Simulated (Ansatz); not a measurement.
Ideal-gas functions of C₂H₄F₂O (`CC(O)(F)F`) at 600 K and 1 bar, from an Ansatz frequency run at PBE0-D4/def2-TZVP.

Molar mass 82.05 g/mol, point group Cs (symmetry number 1), electronic degeneracy 1, moments of inertia 91.934, 97.87, 98.131 u Å². Harmonic wavenumbers (cm⁻¹, unscaled): 215, 308, 373, 386, 548, 565, 581, 840, 939, 989, 1116, 1182, 1283, 1381, 1474, 1475, 1479, 3089, 3180, 3183, 3823.

Use S(trans) = R[1.5 ln M + 2.5 ln T − 1.1517]; rotational temperatures θ = 24.2544 K / I; S(rot) = R[ln(√π/σ · √(T³/θAθBθC)) + 1.5]; for each mode x = 1.438777 ν̃/T, S = R[x/(eˣ − 1) − ln(1 − e⁻ˣ)] and H = RT x/(eˣ − 1); 1 cm⁻¹ = 0.0119627 kJ/mol; R = 8.31446 J/(mol·K).

By hand: the entropy, in J/(mol·K).

Translation 178.4. Rotation: θ = 0.2638, 0.2478, 0.2472 K, giving 114.2. Vibration, mode by mode: 13.91, 11.02, 9.51, 9.25, 6.62, 6.40, 6.20, 3.77, 3.13, 2.84, 2.24, 1.97, 1.63, 1.35, 1.13, 1.13, 1.12, 0.04, 0.04, 0.03, 0.01, in all 83.3. Electronic 0.0. Sum 375.9 J/(mol·K).

By hand: H − E and G − E in kJ/mol, counted from the electronic energy.

Zero-point energy ½ × 28409 × 0.0119627 = 169.9; thermal vibration 29.3; translation, rotation and pV give 4 RT = 20.0. H − E = 219.2 kJ/mol, and G − E = 219.2 − 600 × 375.9/1000 = -6.3 kJ/mol.

Vibration gives 22 % of the entropy. The sum counts one conformer and one mirror image; others add a mixing term.
